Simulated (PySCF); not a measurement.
Compound: C6H8.
SMILES with atom numbers: `[CH2:1]1[CH2:2][C:3]2=[C:4]1[CH2:5][CH2:6]2` (hydrogens: H7, H8 on C1; H9, H10 on C2; H11, H12 on C5; H13, H14 on C6)

Geometry (PBE0-D3(BJ)/def2-SVP, Å), atoms numbered from 1 in this order:
```xyz
14
C6H8 angstrom
C      1.638    0.207   -0.446
C      1.315   -0.024    1.094
C     -0.130   -0.144    0.633
C      0.139    0.047   -0.646
C     -1.314    0.016   -1.095
C     -1.637   -0.215    0.445
H      2.286   -0.559   -0.904
H      2.059    1.200   -0.675
H      1.553    0.837    1.740
H      1.772   -0.926    1.534
H     -1.612   -0.810   -1.761
H     -1.718    0.956   -1.505
H     -2.227    0.593    0.909
H     -2.123   -1.177    0.678
```

Level of theory: core-valence-separated Tamm–Dancoff BHandHLYP/aug-pcX-1 (pcseg-1 on H) in PySCF, non-relativistic, gas phase, PBE0-D3(BJ)/def2-SVP geometry. BHandHLYP without relativity tends to put these K edges a few eV too low, so spacings mean more than positions.

The lowest roots of each edge with f over 0.003 (five at most, numbered afresh; weaker and dark ones are left out), with transition dipoles (au) in the frame of the coordinates:

```csv
root,edge,E (eV),f,μx,μy,μz
1,C,282.85,0.1211,-0.0124,0.1305,0.0174
2,C,285.25,0.0278,-0.0128,-0.0088,0.0612
3,C,286.03,0.0212,0.0112,0.0082,-0.0532
4,C,286.03,0.0196,0.0106,0.0073,-0.0513
5,C,286.03,0.0071,0.0065,0.0046,-0.0307
```

**Question.** Molecules are fixed in this frame and the field points along (0, 1, 1)/√2. What effective strengths 3 f cos²θ do the roots have (θ between field and μ)?

**Answer.** root 1 (C3/C4): 0.227, root 2 (C3/C4): 0.029, root 3 (C1/C2/C5/C6): 0.021, root 4 (C1/C2/C5/C6): 0.020, root 5 (C3/C4): 0.007. Root 1 is the strongest. Averaged over all orientations cos²θ is 1/3, which gives f back. For degenerate partners only the sum has meaning, as the program may mix them freely.

